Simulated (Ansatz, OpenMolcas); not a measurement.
## How methods differ on CF+ (SMILES [C+]F)

CF+: 2 atoms, total charge +1, spin state singlet. As SMILES, `[C+]F`. The shape is that of a PBE0-D4/def2-TZVP optimisation.

```xyz
2

C     0.4923   -0.1608    0.2532
F    -0.4923    0.1608   -0.2532
```

Each level gives the vertical ionisation energy (to the doublet dication) (eV). The values are calculated.

```tsv
level	kind	program	value (eV)	CPU time (all runs)
PBE/aug-cc-pVTZ	GGA	Ansatz	25.60	3.9 s
TPSS/aug-cc-pVTZ	meta-GGA	OpenMolcas	25.65	61 s
BHLYP/aug-cc-pVTZ	global hybrid	OpenMolcas	25.96	47 s
r2SCAN0/aug-cc-pVTZ	hybrid meta-GGA	Ansatz	25.69	7.3 s
B2PLYP/aug-cc-pVTZ	double hybrid	Ansatz	25.76	6.8 s
PBE-QIDH/aug-cc-pVTZ	double hybrid	Ansatz	25.79	7.5 s
RPA@PBE/aug-cc-pVTZ	RPA	Ansatz	26.19	6.8 s
CCSD/aug-cc-pVTZ	coupled cluster or CI	Ansatz	25.93	10 s
```

The values span 25.60 to 26.19 eV. CPU times are rough (shared hosts, several kinds of processor and program).
